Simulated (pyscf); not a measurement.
Single points on ωB97X-D3(BJ)/def2-SVP structures (PySCF, gas phase).

Q: How much does it cost (ΔH, 298 K, ωB97M-D3(BJ)/def2-TZVP) to split `[O]=[Nb]([F])([Cl])[Cl]` at its F–Nb bond into [O=Nb(Cl)–Cl]• + F•?

A: F–Nb to [O=Nb(Cl)–Cl]• + F•: 135.8 kcal/mol. The 7 functionals that were run give +130.9 (M06-2X) to +146.1 kcal/mol (PBE). The radicals are drawn with the spin at the cut bond; how far it spreads was not checked. Other isomers of [O=Nb(Cl)–Cl]• were not searched in full and may lie lower. Left out: the spin-orbit lowering of F. Open-shell species with a d-block atom are single-reference here; other states, and whether the spin sits on metal or ligand, were not checked. Elements past Kr carry the def2 core potentials, without spin-orbit coupling.
